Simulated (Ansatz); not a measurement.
PF3⁻. Total charge -1; doublet. Geometry r2SCAN-D4/def2-TZVP, that of the neutral singlet; atoms count from 1.

```xyz
4

P     0.4870    0.3122    0.1018
F    -0.4377   -0.1117    1.3066
F     0.5936   -1.1042   -0.5829
F    -0.6429    0.9036   -0.8256
```

The highest occupied level of the charge -1 doublet lies above zero (up to 2.96 eV). By energy differences it is unbound by 1.35 eV (vertical, against the charge 0 singlet, at PBE0-D4/def2-TZVPD) and held by the finite basis.

Estimate the Mulliken populations from the PBE0/def2-TZVPD orbitals of Ansatz.


```tsv
atom	charge (e)	spin (α − β)
P1	0.15	0.49
F2	-0.37	0.16
F3	-0.40	0.19
F4	-0.37	0.16
```
Mulliken values depend strongly on the basis. With diffuse functions, as here, like atoms can get unlike values, and bond orders can come out too low or too high.

Where does the spin sit?

Summed by element: P 0.49, F 0.51, of 1 unpaired in all. Largest on single atoms: P1 0.49, F3 0.19, F4 0.16.

And the Mayer bond orders between heavy atoms (over 0.3)?

P1–F2 1.01 (1.58 Å); P1–F3 1.13 (1.58 Å); P1–F4 1.01 (1.58 Å).
